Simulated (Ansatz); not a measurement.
Results of HSE06 (Ansatz, an electronic-structure program, plane waves, PAW) for Cd2P3I (C2/c, No. 15; cell taken from a computed entry).

The input as run:

Ansatz 0.2 input:
```yaml
crystal:
  lattice:
    - [4.1032806217, -4.6260953945, -0.0073177564]
    - [4.1032806217, 4.6260953945, -0.0073177564]
    - [-1.2446864539, 0.0, 7.3682224285]
  atoms:
    - { symbol: Cd, position: [0.1076968944, 0.3951292361, 0.2836629463] }
    - { symbol: Cd, position: [0.8923031056, 0.6048707639, 0.7163370537] }
    - { symbol: Cd, position: [0.6048707639, 0.8923031056, 0.2163370537] }
    - { symbol: Cd, position: [0.3951292361, 0.1076968944, 0.7836629463] }
    - { symbol: P, position: [0.8032385058, 0.1967614942, 0.75] }
    - { symbol: P, position: [0.1967614942, 0.8032385058, 0.25] }
    - { symbol: P, position: [0.8411603843, 0.9325145978, 0.5363151337] }
    - { symbol: P, position: [0.1588396157, 0.0674854022, 0.4636848663] }
    - { symbol: P, position: [0.0674854022, 0.1588396157, 0.9636848663] }
    - { symbol: P, position: [0.9325145978, 0.8411603843, 0.0363151337] }
    - { symbol: I, position: [0.3793277309, 0.6206722691, 0.75] }
    - { symbol: I, position: [0.6206722691, 0.3793277309, 0.25] }
basis:
  ecutwfc: 460
  ecutrho_ratio: 4
  xc_grid: 2
kpoints:
  mp_grid: { grid: [4, 4, 4] }
  band_path:
    path:
      - [0, 0, 0]
      - [0.369792, 0.369792, -0.208333]
      - [0.263021, -0.263021, 0.0]
    npoints: 1
hamiltonian:
  xc: hse06
  dispersion: none
  pseudopotentials: { kind: paw }
scf:
  occupations: { method: fermi_dirac, width: 0.01 }
  convergence: { dr2_threshold: 0.0000000012 }
output:
  forces: true
  stress: true
  eigenvalues: true
  write_bands: true
```

Excerpt of the program's output:

```
WARN output.stress: scf.exx.energy_threshold = 1e-6 eV is looser than the 1.2e-7 eV advised for a stress under a hybrid functional (1e-8 eV for each atom of …
Crystal: 12 atoms, lattice volume = 279.645 Å³
Basis set: ecut = 460 eV, 6227 PW (Γ), exchange–correlation on 90×90×108 points (8 copies of the dense FFT grid, shifted against one another)
Bands: 87, of which v1, the nominal top of the filled ones, is band 72 counted from 1 (71 counted from 0)
Symmetry: 4 space group operations
Space group: C2/c (ITA 15), of the structure as read, at distance tolerance 6.5e-5 Å
k-points: 24 of 64
SCF iter   1: F=—  HF=-52580.506877 eV  |F-HF|=—  |Δ(HF+E_count)|=         —  Δρ=1.71e-3  dr2=8.47e-3
SCF iter   2: F=—  HF=-52580.506570 eV  |F-HF|=—  |Δ(HF+E_count)|=   3.07e-4  Δρ=6.16e-4  dr2=9.43e-4
  ...
Crystal: 12 atoms, lattice volume = 279.645 Å³
Initial density: handed on by an earlier stage of this run
Crystal: 12 atoms, lattice volume = 279.645 Å³
SCF 3 converged in 6 iterations: F = -52607.969009 eV  dr2 = 1.03e-9
Crystal: 12 atoms, lattice volume = 279.645 Å³
SCF iter   1: F=—  HF=-52607.969010 eV  |F-HF|=—  |Δ(HF+E_count)|=         —  Δρ=1.63e-6  dr2=3.68e-9
SCF iter   2: F=-52607.969010 eV  HF=-52607.969010 eV  |F-HF|=6.55e-11  |Δ(HF+E_count)|=  2.33e-10  Δρ=5.78e-7  dr2=3.20e-10
SCF 4 converged in 2 iterations: F = -52607.969010 eV  dr2 = 3.20e-10
Free energy (F): -52607.969010 eV
Internal energy: -52607.969010 eV  (E = F + TS)
E sigma→0 (E₀):  -52607.969010 eV
Fermi energy:    9.411721 eV
--- Forces (eV/Å), atoms counted from 1 ---
  atom   1  Cd     0.00052830    -0.00083558    -0.00043770
  atom   2  Cd    -0.00052830     0.00083558     0.00043770
  atom   3  Cd    -0.00052830    -0.00083558     0.00043770
  atom   4  Cd     0.00052830     0.00083558    -0.00043770
  atom   5  P      0.00000000    -0.26785463     0.00000000
  atom   6  P      0.00000000     0.26785463     0.00000000
  atom   7  P      0.24022245     0.05568888     0.11807872
  atom   8  P     -0.24022245    -0.05568888    -0.11807872
  atom   9  P     -0.24022245     0.05568888    -0.11807872
  atom  10  P      0.24022245    -0.05568888     0.11807872
  atom  11  I     -0.00000000     0.01146612     0.00000000
  atom  12  I      0.00000000    -0.01146612     0.00000000
--- Stress (GPa, compression-positive) ---
        1.933560      -0.000000      -0.187870
       -0.000000       1.956231       0.000000
       -0.187870       0.000000       1.688380
  P = ⅓ Tr σ = 1.8594 GPa (18.594 kbar)
```

The PAW data were made under PBE.

Note: cell and atoms aren't relaxed at this level (largest force component 0.27 eV/Å, pressure 1.9 GPa).
